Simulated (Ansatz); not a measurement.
# One shape, several levels: CHF (SMILES [CH]F)

We compute a comparison of 6 runs (UHF/STO-3G, UB3LYP/STO-3G, wB97M-V/STO-3G, UMP2/STO-3G, BCCD(T)/STO-3G, CCSD(T)/STO-3G) of CHF. 

Program for the calculation: Ansatz 0.2.0.

55 further runs of the same task are left out: 6 that didn't finish, 49 set aside as unsound or not needed.

### 1 The system as given

CHF: 3 atoms, total charge 0, spin state singlet. As SMILES, `[CH]F`. The F2–C1 distance was set to 1.645 Å, away from the relaxed value.

Bond lengths: C1–H3 1.069 Å. A long bond or contact: C1–F2 1.645 Å.

### 2 A single-point energy at UHF/STO-3G (run 1)

Input file in.yaml:

```yaml
crystal:
  periodic: [false, false, false]
  atoms:
    - {symbol: C, position_ang: [-0.402552, -0.446163, -0.265497]}
    - {symbol: F, position_ang: [0.969610, -0.011280, 0.530170]}
    - {symbol: H, position_ang: [-1.115892, 0.283497, -0.582927]}
basis:
  gaussian: {orbitals: STO-3G}
magnetization: {spin_polarized: true, initial_magnetization: 0}
hamiltonian: {xc: hf}
accuracy: high
```

Started as:

```
$ ansatz run in.yaml --threads 1 --pin off --max-ram 2610MiB --events-out events.jsonl --progress --plain --runs-dir runs
```

Standard output:

```text
Warning: RAYON_NUM_THREADS=1 ignored (pool sized by the plan → 1); use --threads N
Functional definition: HF
  name "HF"
  exchange = exact_x
  correlation = 0
167 factors; integrals over basis functions are off by at most 3.9e-8 eV
mean field evaluation 1: about -3691.3285 eV, gradient 1.6e1 eV
mean field evaluation 2: about -3691.3897 eV, gradient 1.6e1 eV
mean field evaluation 4: about -3694.5933 eV, gradient 2.3e0 eV
mean field evaluation 8: about -3694.7702 eV, gradient 7.2e-2 eV
mean field evaluation 16: about -3695.0165 eV, gradient 1.5e0 eV
mean field evaluation 32: about -3694.8148 eV, gradient 8.1e-3 eV
mean field evaluation 64: about -3695.2023 eV, gradient 5.2e-1 eV
mean field evaluation 96: about -3688.7511 eV, gradient 6.9e0 eV
mean field evaluation 128: about -3695.1743 eV, gradient 8.5e-1 eV
mean field evaluation 160: about -3694.7703 eV, gradient 4.3e-5 eV
mean field -3695.58281063 eV, -135.8101633348 hartree, gradient 2.1e-8 eV, S^2 0.853705; 8 other end points of the search recorded, 0 dependent functions left out
reference -3695.58281063 eV, -135.8101633348 hartree; 8, 8 occupied and 3, 3 virtual orbitals, 167 factors
Total energy: -3695.58281063 eV, -135.8101633348 hartree
```

Wall time 0.14 s (1 thread of Arm Neoverse V1, shared host).

### 3 A single-point energy at UB3LYP/STO-3G (run 2)

Input file molecule.yaml:

```yaml
crystal:
  periodic: [false, false, false]
  atoms:
    - {symbol: C, position_ang: [-0.402552, -0.446163, -0.265497]}
    - {symbol: F, position_ang: [0.969610, -0.011280, 0.530170]}
    - {symbol: H, position_ang: [-1.115892, 0.283497, -0.582927]}
basis:
  gaussian: {orbitals: STO-3G}
magnetization: {spin_polarized: true}
hamiltonian: {xc: {name: B3LYP}}
accuracy: high
```

Started as:

```
$ ansatz run molecule.yaml --threads 1 --pin off --max-ram 2610MiB --events-out events.jsonl --progress --plain --runs-dir runs
```

Standard output:

```text
Warning: RAYON_NUM_THREADS=1 ignored (pool sized by the plan → 1); use --threads N
Functional definition: B3LYP
  name "B3LYP"
  parameter a0 = 0.2
  parameter ax = 0.72
  parameter ac = 0.81
  exchange = (1 - a0 - ax)*slater_x + ax*b88_x + a0*exact_x
  correlation = (1 - ac)*vwn_rpa_c + ac*lyp_c
167 factors; integrals over basis functions are off by at most 3.9e-8 eV
mean field evaluation 1: about -3710.8246 eV, gradient 8.0e0 eV
mean field evaluation 2: about -3703.2799 eV, gradient 4.0e1 eV
mean field evaluation 4: about -3711.3100 eV, gradient 2.6e-1 eV
mean field evaluation 8: about -3711.2793 eV, gradient 4.4e-3 eV
mean field evaluation 16: about -3711.2793 eV, gradient 5.7e-7 eV
mean field evaluation 32: about -3710.8246 eV, gradient 8.0e0 eV
mean field -3711.62863495 eV, -136.3998365020 hartree, gradient 1.8e-8 eV, S^2 0.658399; 4 other end points of the search recorded, 0 dependent functions left out
reference -3711.62865201 eV, -136.3998371290 hartree; 8, 8 occupied and 3, 3 virtual orbitals, 167 factors
Total energy: -3711.62865201 eV, -136.3998371290 hartree
```

Run time: 1.8 s. Hardware: 1 thread of Arm Neoverse V1, shared host; peak memory 0.096 GiB.

Runs 3 to 5 aren't shown in full; the table further down has their settings and results.

### 4 A single-point energy at CCSD(T)/STO-3G (run 6)

molecule.yaml: that of step 3 with these lines changed.

```diff
@@ -7,5 +7,12 @@
 basis:
-  gaussian: {orbitals: STO-3G}
-magnetization: {spin_polarized: true}
-hamiltonian: {xc: {name: B3LYP}}
+  gaussian:
+    orbitals: STO-3G
+magnetization:
+  spin_polarized: false
+  initial_magnetization: 0
+correlation:
+  method: ccsd_t
+  frozen_orbitals: {C: 1, F: 1, H: 0}
 accuracy: high
+scf:
+  omitted_lower_state_checks: [cluster_reference, increment]
```

Started as:

```
$ ansatz run molecule.yaml --threads 1 --pin off --max-ram 2610MiB --events-out events.jsonl --progress --plain --runs-dir runs
```

Standard output:

```text
Warning: RAYON_NUM_THREADS=1 ignored (pool sized by the plan → 1); use --threads N
[... 11 lines left out ...]
2 core orbitals not correlated: weight in the atoms' cores, before any rotation towards them, 1.000 or more for the frozen orbitals, at most 0.000 for the correlated occupied ones
[... 31 lines left out ...]
Total energy: -3697.85798751 eV, -135.8937745429 hartree
Checks for a lower state left out: cluster_reference, increment
```

It took 0.14 s on 1 thread of Arm Neoverse V1, shared host.

### 5 Overview of the runs

```
run           level  frozen core orbitals  energy (Eh)  wall time
  1      UHF/STO-3G                     –  -135.810163     0.14 s
  2   UB3LYP/STO-3G                     –  -136.399837      1.8 s
  3  wB97M-V/STO-3G                     –  -136.389351      7.5 s
  4     UMP2/STO-3G                     2  -135.861229     0.32 s
  5  BCCD(T)/STO-3G                     2  -135.893619     0.18 s
  6  CCSD(T)/STO-3G                     2  -135.893775     0.14 s
```

### 6 Results

| quantity | value |
| --- | --- |
| run 6: total energy | -135.89377 Eh |
| run 6: correlation energy (2 core orbitals frozen) | -113.5 mEh |
| run 6: (T) correction | -5.16 mEh |
| run 6: T1 diagnostic | 0.038 |

Below the UHF energy at the same shape and in the same basis (STO-3G): UMP2 -51.1 mEh; BCCD(T) -83.5 mEh; CCSD(T) -83.6 mEh. Some of these start from another determinant than that one, so these aren't their correlation energies. Totals of different functionals can't be ranked against each other. In run 6 the T1 diagnostic is large, so a single reference may not serve. In runs 5, 6 the log says that unrestricted orbitals would lower the reference, so the values rest on an unstable closed-shell determinant (other closed-shell runs at this shape may share the fault). In runs 1, 2, 3, 4, 5, 6 the basis is minimal, so the values are rough. Spin contamination of the reference: run 1 ⟨S²⟩ = 0.85, run 4 ⟨S²⟩ = 0.85, run 2 ⟨S²⟩ = 0.66. Where it is this large, the reference is a mixture of spin states, and values that rest on it are in doubt. All runs together took 10 s, the longest 7.5 s.
